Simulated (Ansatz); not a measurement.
Compare A (`COC(C)=O`) with its isomer B (`CC=C(O)O`).

Isolated molecules relaxed with PBE0-D4/def2-TZVP in Ansatz; ΔE leaves out vibrations. CBS: MP2 limit from def2 TZ/QZ plus the TZ coupled-cluster correction, frozen cores. DFT in def2-TZVPP. B3LYP here is the variant with VWN-RPA as its local correlation; programs differ in this. One conformer a species, not always the lowest.

Task: Which is lower in electronic energy at CCSD(T)/CBS, and by how much? (Best estimate.)

Result: Ansatz gave: A, by 68.4 kJ/mol.

Task: Give E(B) − E(A) in kJ/mol with CCSD(T)/def2-TZVPP, MP2/def2-TZVPP, PBE-D4, r2SCAN-D4, B3LYP, HF/def2-TZVPP, B3LYP-D4. (Estimate.)

Result: Computed: CCSD(T)/def2-TZVPP 73.8, MP2/def2-TZVPP 71.9, PBE-D4 69.0, r2SCAN-D4 73.9, B3LYP 76.1, HF/def2-TZVPP 90.8, B3LYP-D4 75.2. None reverses the order clearly.

Task: Does the order hold for the free energy at 298.15 K (harmonic terms from PBE0-D4)? (An estimate is asked.)

Result: Computed: Yes: G(B) − G(A) = +67.4 kJ/mol, for one conformer each. Modes under 60 cm⁻¹, often nearly free rotors, make the harmonic entropy too high.

Largest T1 diagnostic: 0.014.

Leaving LDA and LC-ωPBE aside and taking each functional with its dispersion term where it has one, the values, not all of them listed here, spread over 13.4 kJ/mol, from HSE06-D4 to ωB97X-V. LDA lies −15.5 kJ/mol from PBE without D4. At CCSD(T), def2-SVP lies +21.5 kJ/mol from the extrapolated value and def2-TZVPP +5.4 kJ/mol.
